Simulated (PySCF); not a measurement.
## Electronic absorption of (E)-2-butenenitrile

(E)-2-butenenitrile, C4H5N.
SMILES: `C/C=C/C#N`

Method: TDDFT CAM-B3LYP/aug-cc-pVTZ, vertical, gas phase, core orbitals frozen in the response in PySCF 2.14.0, density-fitted response routines. Geometry: PBE0-D3(BJ)/def2-TZVP; no solvent, vibrations or thermal averaging.

Task: Predict the UV-vis stick spectrum at this level.

Result: 

```csv
state,E (eV),λ (nm),f,symmetry,"main configurations (H = HOMO, L = LUMO)"
S1,6.25,198.4,0.432,A′,H→L (91%)
S2,6.61,187.7,0.0000,–,H-1→L (78%)
S3,6.76,183.4,0.0017,–,"H→L+1 (45%), H→L+9 (18%), H-1→L (13%)"
S4,7.14,173.7,0.0000,–,"H→L+1 (29%), H→L+9 (28%), H→L+2 (17%)"
S5,7.43,166.9,0.0003,–,"H→L+2 (63%), H→L+9 (10%)"
S6,7.69,161.2,0.0005,–,"H→L+3 (63%), H→L+6 (12%), H→L+1 (9%)"
S7,7.88,157.4,0.0074,A′,H→L+4 (83%)
S8,7.90,156.9,0.0074,A″,"H-2→L (67%), H-4→L (23%)"
S9,8.12,152.6,0.106,A′,"H-3→L (43%), H-1→L+9 (18%), H→L+8 (10%)"
S10,8.29,149.6,0.0087,A″,"H-4→L (69%), H-2→L (24%)"
```

Triplets (Tamm–Dancoff): T1 3.77 eV, H→L (93%); T2 6.16 eV, H-1→L (63%), H→L+9 (14%); T3 6.38 eV, H-3→L (40%), H-1→L+9 (23%); T4 6.63 eV, H→L+1 (28%), H→L+9 (25%), H-1→L (21%).

The lowest singlet lies at 6.25 eV (198 nm, vacuum ultraviolet) and is strong; its leading configuration is HOMO→LUMO (91%). The lowest level is also the most intense of those listed (f = 0.432). Löwdin shares by element: HOMO carbon 60% or more, nitrogen 22% (atoms not listed hold the other 18%); LUMO carbon 64% or more, nitrogen 14% (atoms not listed hold the other 22%). Weighted by f, the mean energy of these states is 6.68 eV. The listed states span 2.04 eV, and the widest gap between neighbours is 0.38 eV (S3 to S4). Of the 10 states listed, 2 reach f = 0.01 and 3 stay under 0.0005. No computed singlet lies in the visible range (380 to 750 nm); the lowest, at 198 nm, stands 2.99 eV above its violet end (3.26 eV). Symmetry labels in Cs follow from the direction of the transition dipole and are given only for states with f of 0.002 or more. Only the lowest 10 singlets were computed, as vertical energies without vibronic structure.
